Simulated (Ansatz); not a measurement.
System (SMILES): P (PH3).
Atoms: P1, H2, H3, H4. Bonds: P1-H2, P1-H3, P1-H4.

Basis-set convergence of the optimised P1-H2 bond length at MP2 with Ansatz (a first-principles code). The reference of a correlated method is not its basis-set limit, which lies further on. Cartesian d functions, on some or all atoms, in 6-31G*, 6-31+G*, 6-311G**, 6-311+G**; all else is spherical. Cores are frozen. No added dispersion term, no relativity. Reference: the value in aug-cc-pV(Q+d)Z, 1.4085 Å, itself unsure by roughly 0.0005 Å (its mean distance from def2-QZVPPD, pcseg-3, def2-QZVPP). Deviations are taken from unrounded values.

```tsv
basis	functions	optimised P1-H2 bond length (Å)
6-31G*	25	1.4146
6-31+G*	29	1.4143
def2-SVP	33	1.4160
def2-SVPD	48	1.4187
pcseg-1	33	1.4130
aug-pcseg-1	54	1.4159
cc-pV(D+d)Z	38	1.4185
aug-cc-pV(D+d)Z	59	1.4214
6-311G**	45	1.4096
6-311+G**	49	1.4092
def2-TZVP	55	1.4113
def2-TZVPD	70	1.4124
pcseg-2	76	1.4061
aug-pcseg-2	119	1.4082
cc-pV(T+d)Z	81	1.4089
aug-cc-pV(T+d)Z	124	1.4097
def2-TZVPP	84	1.4084
def2-TZVPPD	99	1.4088
cc-pV(Q+d)Z	154	1.4081
aug-cc-pV(Q+d)Z	227	1.4085
def2-QZVPP	160	1.4079
def2-QZVPPD	175	1.4080
```

What the diffuse functions change, pair by pair:
- 6-31G* to 6-31+G*: 4 more functions, deviation 0.0061 to 0.0058 Å
- def2-SVP to def2-SVPD: 15 more functions, deviation 0.0075 to 0.0102 Å
- pcseg-1 to aug-pcseg-1: 21 more functions, deviation 0.0045 to 0.0074 Å
- cc-pV(D+d)Z to aug-cc-pV(D+d)Z: 21 more functions, deviation 0.0100 to 0.0129 Å
- 6-311G** to 6-311+G**: 4 more functions, deviation 0.0011 to 0.0007 Å
- def2-TZVP to def2-TZVPD: 15 more functions, deviation 0.0028 to 0.0039 Å
- pcseg-2 to aug-pcseg-2: 43 more functions, deviation -0.0024 to -0.0003 Å
- cc-pV(T+d)Z to aug-cc-pV(T+d)Z: 43 more functions, deviation 0.0004 to 0.0012 Å
- def2-TZVPP to def2-TZVPPD: 15 more functions, deviation -0.0001 to 0.0004 Å
- cc-pV(Q+d)Z to aug-cc-pV(Q+d)Z: 73 more functions, deviation -0.0004 to 0.0000 Å
- def2-QZVPP to def2-QZVPPD: 15 more functions, deviation -0.0006 to -0.0005 Å

Leaving out the reference's own pair, they bring the value nearer the reference by more than 0.0005 Å in 1 of 10 pairs.
